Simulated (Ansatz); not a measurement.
Two structures, one formula

Two relaxed structures of CH3OSi (charge +1), singlet (PBE0-D4/def2-TZVP; forces vanish, vibrations not checked).

A:

C1  (-0.291, 0.412, -0.129)
Si2  (0.738, -0.453, 0.961)
O3  (1.531, -1.809, 0.915)
H4  (0.118, 1.355, -0.504)
H5  (-1.340, 0.480, 0.178)
H6  (2.085, -2.190, 1.611)
(Å)

B:

```
6
angstrom
C -0.3901 0.4832 -0.2931
Si 0.6439 -0.7978 0.4838
O 1.4892 -1.8443 1.1188
H 0.1779 1.4206 -0.2906
H -1.3084 0.5779 0.2978
H -0.6124 0.1604 -1.3168
```

Computed with Ansatz 0.2.0 (basis: def2-TZVPP); correlated methods freeze the cores. B3LYP uses VWN-RPA correlation.

Problem. Which structure is lower at CCSD(T), and by how much? (Judge from chemistry; the value comes from the calculation.)

Solution. Computed: B, by 59.6 kJ/mol (electronic energy, against the other). By their contacts, A is CH₃OSi ([CH2][Si][OH]), total charge +1 and B is CH₃OSi ([CH3][Si][O]), total charge +1.

All methods give the same order:

```csv
method,E(B) − E(A) (kJ/mol)
PBE-D4,-73.8
r2SCAN-D4,-71.8
PBE0-D4,-68.4
B3LYP-D4,-65.0
wB97M-V,-71.6
HF,-49.0
MP2,-98.7
CCSD,-57.6
CCSD(T),-59.6
```

No T1 diagnostic of these runs exceeds 0.026. The T1 diagnostic is large here, which may signal multireference character or strong orbital relaxation, so CCSD(T) is less sure. The restricted Hartree–Fock reference is unstable towards an unrestricted one at one or more of these structures. A large double-excitation amplitude points to some diradical character; no triplet was computed.

Labels in which every atom is bracketed show which atoms are joined, not bond orders.

For scale, one of the runs: CCSD(T)/def2-TZVPP, 146 basis functions, launched by `ansatz run in.yaml --threads 2 --pin off --events-out ev --progress --plain --max-ram 4352MiB`. Hardware: 2 CPU threads of an Arm Neoverse N1, shared host. Wall time 18 s; peak host memory 0.85 GiB.
